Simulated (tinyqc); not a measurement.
Inside a calculation. Method: extended Hueckel theory, for HCl. One step of it, computed by the program tinyqc.

Problem. Mulliken analysis. P = C n C^T; charge = valence electrons (Cl 7, H 1) minus the sum of (P S)_ii on the atom; overlap population = 2 sum P_ij S_ij between two atoms.

coefficients, order 1Cl 3s, 1Cl 3px, 1Cl 3py, 1Cl 3pz, 2H 1s:
```
[[0.930273, -0.252180, 0.000000, 0.000000, -0.460623],
 [0.000000, 0.000000, 0.871117, 0.491075, 0.000000],
 [0.000000, 0.000000, -0.491075, 0.871117, 0.000000],
 [-0.016278, 0.726289, 0.000000, 0.000000, -0.883693],
 [0.180138, 0.432532, 0.000000, 0.000000, 1.109196]]
```

occupations: [2.000000, 2.000000, 2.000000, 2.000000, 0.000000]

overlap S, order 1Cl 3s, 1Cl 3px, 1Cl 3py, 1Cl 3pz, 2H 1s:
```
[[1.000000, 0.000000, 0.000000, 0.000000, 0.312046],
 [0.000000, 1.000000, 0.000000, 0.000000, 0.000000],
 [0.000000, 0.000000, 1.000000, 0.000000, 0.000000],
 [0.000000, 0.000000, 0.000000, 1.000000, 0.461411],
 [0.312046, 0.000000, 0.000000, 0.461411, 1.000000]]
```

Give: charges; Overlap populations.

Solution.

charges: [-0.2372, 0.2372]

Overlap populations:
```
pair     value
2-1   0.647407
```
